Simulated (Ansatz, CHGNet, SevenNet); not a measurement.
# Rock-salt ZrC: properties by level of theory

Reference values: lattice constant a 4.696 Å (measured, temperature not stated, not corrected to a static lattice; as tabulated in Zhang et al. (2018), doi:10.1088/1367-2630/aac7f0); elastic constant C11 470 GPa (measured, temperature not stated, no zero-point or thermal correction; as tabulated in Wu et al. (2005), arXiv:cond-mat/0412374); elastic constant C44 160 GPa (measured, temperature not stated, no zero-point or thermal correction; as tabulated in Wu et al. (2005), arXiv:cond-mat/0412374); formation enthalpy -1.019 eV/atom (measured, 298 K, copied from a table, unchecked, no zero-point or thermal correction; as tabulated in Wang et al. (2021), doi:10.1038/s41598-021-94550-5).

```csv
level (code),lattice constant a (Å),TO(Γ) frequency (cm⁻¹),elastic constant C11 (GPa),elastic constant C44 (GPa),Voigt–Reuss–Hill shear modulus (GPa),formation enthalpy (eV/atom)
CHGNet-r²SCAN (CHGNet),4.712,181,278,___,___,-1.017
SevenNet-l3i5 (SevenNet),___,___,___,___,___,___
r²SCAN (Ansatz),4.711,406,471,___,___,-1.009
```

Q: Some entries are withheld; supply them.

A: 
- CHGNet-r²SCAN (CHGNet), elastic constant C44 (GPa): 59.5
- CHGNet-r²SCAN (CHGNet), Voigt–Reuss–Hill shear modulus (GPa): 49.9
- SevenNet-l3i5 (SevenNet), lattice constant a (Å): 4.724
- SevenNet-l3i5 (SevenNet), TO(Γ) frequency (cm⁻¹): 294
- SevenNet-l3i5 (SevenNet), elastic constant C11 (GPa): 453
- SevenNet-l3i5 (SevenNet), elastic constant C44 (GPa): 135
- SevenNet-l3i5 (SevenNet), Voigt–Reuss–Hill shear modulus (GPa): 149
- SevenNet-l3i5 (SevenNet), formation enthalpy (eV/atom): -0.808
- r²SCAN (Ansatz, a first-principles code), elastic constant C44 (GPa): 166
- r²SCAN (Ansatz), Voigt–Reuss–Hill shear modulus (GPa): 172

Differences from the reference values (errors of the level alone only where the reference is corrected to a static lattice):

| level | lattice constant a (%) | elastic constant C11 (%) | elastic constant C44 (%) | formation enthalpy (eV/atom) |
|---|---|---|---|---|
| CHGNet-r²SCAN | +0.34 | -41 | -63 | +0.002 |
| SevenNet-l3i5 | +0.60 | -3.6 | -15.6 | +0.211 |
| r²SCAN | +0.32 | +0.2 | +3.8 | +0.010 |

Nearest: lattice constant a, not ranked (reference at room or unstated temperature); elastic constant C11, not ranked (reference at room or unstated temperature); elastic constant C44, not ranked (reference at room or unstated temperature); formation enthalpy, not ranked (one source).

Machine-learned potentials (CHGNet-r²SCAN, SevenNet-l3i5) are trained on DFT data, which may include these solids.

Ansatz's density-functional and Hartree–Fock values are scalar-relativistic unless marked +SOC, with PAW data made under PBE.

Differences are worked out from the printed values.

Static lattice: no zero-point or thermal effects.
